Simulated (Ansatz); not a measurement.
## A relaxation, step by step

Si₂H₇S, doublet, PBE0-D4/def2-TZVP (Ansatz 0.2.0). Settings:

```yaml
hamiltonian: {xc: pbe0, dispersion: d4}
relax: {f_tol: 0.005, max_steps: 200}
```

Start, a step off a saddle point along its unstable mode:

```json
{"atom": "H1", "x (Å)": "-0.6539", "y (Å)": "-0.4549", "z (Å)": "-0.8824"}
{"atom": "Si2", "x (Å)": "-0.0061", "y (Å)": "0.5419", "z (Å)": "-0.5937"}
{"atom": "Si3", "x (Å)": "1.1951", "y (Å)": "0.1390", "z (Å)": "1.4019"}
{"atom": "S4", "x (Å)": "-2.1540", "y (Å)": "-1.9893", "z (Å)": "-1.3481"}
{"atom": "H5", "x (Å)": "-0.8795", "y (Å)": "1.7568", "z (Å)": "-0.4311"}
{"atom": "H6", "x (Å)": "0.9278", "y (Å)": "0.8251", "z (Å)": "-1.7227"}
{"atom": "H7", "x (Å)": "2.0948", "y (Å)": "1.2678", "z (Å)": "1.7638"}
{"atom": "H8", "x (Å)": "0.2219", "y (Å)": "-0.0784", "z (Å)": "2.5038"}
{"atom": "H9", "x (Å)": "2.0108", "y (Å)": "-1.0890", "z (Å)": "1.2152"}
{"atom": "H10", "x (Å)": "-2.7570", "y (Å)": "-0.9192", "z (Å)": "-1.9067"}
```

```json
{"step": "1", "energy less the last (meV)": "1058.5", "largest force component (eV/Å)": "7.566"}
{"step": "3", "energy less the last (meV)": "45.9", "largest force component (eV/Å)": "0.662"}
{"step": "5", "energy less the last (meV)": "9.7", "largest force component (eV/Å)": "0.049"}
{"step": "7", "energy less the last (meV)": "2.8", "largest force component (eV/Å)": "0.038"}
{"step": "9", "energy less the last (meV)": "1.5", "largest force component (eV/Å)": "0.023"}
{"step": "11", "energy less the last (meV)": "1.1", "largest force component (eV/Å)": "0.014"}
{"step": "13", "energy less the last (meV)": "1.0", "largest force component (eV/Å)": "0.009"}
{"step": "15", "energy less the last (meV)": "0.9", "largest force component (eV/Å)": "0.008"}
{"step": "17", "energy less the last (meV)": "0.7", "largest force component (eV/Å)": "0.011"}
{"step": "19 (rejected trial)", "energy less the last (meV)": "7.1", "largest force component (eV/Å)": "0.438"}
{"step": "21 (rejected trial)", "energy less the last (meV)": "0.8", "largest force component (eV/Å)": "0.105"}
{"step": "23", "energy less the last (meV)": "0.5", "largest force component (eV/Å)": "0.008"}
{"step": "25", "energy less the last (meV)": "0.3", "largest force component (eV/Å)": "0.025"}
{"step": "27", "energy less the last (meV)": "0.2", "largest force component (eV/Å)": "0.027"}
{"step": "29", "energy less the last (meV)": "0.2", "largest force component (eV/Å)": "0.049"}
{"step": "31", "energy less the last (meV)": "0.1", "largest force component (eV/Å)": "0.015"}
{"step": "33", "energy less the last (meV)": "0.0", "largest force component (eV/Å)": "0.007"}
{"step": "35", "energy less the last (meV)": "0.0", "largest force component (eV/Å)": "0.009"}
{"step": "37", "energy less the last (meV)": "0.0", "largest force component (eV/Å)": "0.002"}
{"step": "38", "energy less the last (meV)": "0.0", "largest force component (eV/Å)": "0.002"}
```

Step 3, positions (Å) and forces (eV/Å):

| atom | x | y | z | Fx | Fy | Fz |
| --- | --- | --- | --- | --- | --- | --- |
| H1 | -0.779 | -0.533 | -0.941 | -0.241 | -0.505 | -0.057 |
| Si2 | 0.082 | 0.596 | -0.548 | 0.361 | 0.662 | 0.107 |
| Si3 | 1.258 | 0.192 | 1.430 | -0.079 | -0.211 | 0.049 |
| S4 | -2.344 | -2.109 | -1.471 | -0.135 | 0.293 | -0.134 |
| H5 | -0.806 | 1.774 | -0.371 | -0.021 | 0.044 | -0.030 |
| H6 | 1.032 | 0.872 | -1.658 | -0.022 | -0.010 | -0.052 |
| H7 | 2.159 | 1.310 | 1.826 | -0.066 | 0.025 | -0.113 |
| H8 | 0.273 | -0.036 | 2.520 | 0.041 | -0.017 | 0.035 |
| H9 | 2.076 | -1.036 | 1.242 | 0.024 | -0.005 | 0.059 |
| H10 | -2.952 | -1.030 | -2.029 | 0.139 | -0.275 | 0.136 |

Step 7, positions (Å) and forces (eV/Å):

```
atom       x       y       z      Fx      Fy      Fz
  H1  -0.814  -0.606  -0.945  -0.025  -0.038   0.003
 Si2   0.063   0.614  -0.575   0.033   0.038   0.008
 Si3   1.202   0.137   1.409   0.002   0.009   0.003
  S4  -2.122  -1.948  -1.344   0.002  -0.004  -0.001
  H5  -0.846   1.780  -0.422  -0.008  -0.002  -0.008
  H6   0.992   0.858  -1.709  -0.003   0.000  -0.004
  H7   2.079   1.286   1.760   0.003  -0.004   0.006
  H8   0.230  -0.088   2.509  -0.004  -0.004  -0.004
  H9   2.041  -1.077   1.233  -0.002  -0.004  -0.004
 H10  -2.825  -0.956  -1.915   0.002   0.007   0.003
```

Step 25, positions (Å) and forces (eV/Å):

```csv
atom,x,y,z,Fx,Fy,Fz
H1,-0.790,-0.661,-0.973,0.000,0.000,-0.001
Si2,0.082,0.605,-0.605,0.000,-0.001,-0.002
Si3,1.180,0.139,1.404,0.000,0.002,0.001
S4,-2.015,-1.906,-1.450,-0.018,0.025,-0.005
H5,-0.861,1.749,-0.491,0.000,0.000,0.000
H6,1.018,0.842,-1.736,0.000,0.000,0.001
H7,2.039,1.288,1.798,0.000,-0.001,0.001
H8,0.175,-0.109,2.469,0.000,0.000,-0.001
H9,2.030,-1.068,1.233,0.000,0.000,0.000
H10,-2.859,-0.879,-1.649,0.019,-0.024,0.006
```

Last step (38):

```csv
atom,x (Å),y (Å),z (Å)
H1,-0.7642,-0.6559,-1.0301
Si2,0.1064,0.6143,-0.6359
Si3,1.1553,0.1330,1.3951
S4,-1.9714,-1.8822,-1.5111
H5,-0.8402,1.7568,-0.5366
H6,1.0639,0.8544,-1.7470
H7,1.9996,1.2798,1.8255
H8,0.1227,-0.1296,2.4302
H9,2.0127,-1.0695,1.2332
H10,-2.8849,-0.9011,-1.4232
```

Time: 2 min of wall clock on 4 CPU threads of an Arm Neoverse V1; the host was shared. Peak host memory: 0.66 GiB.
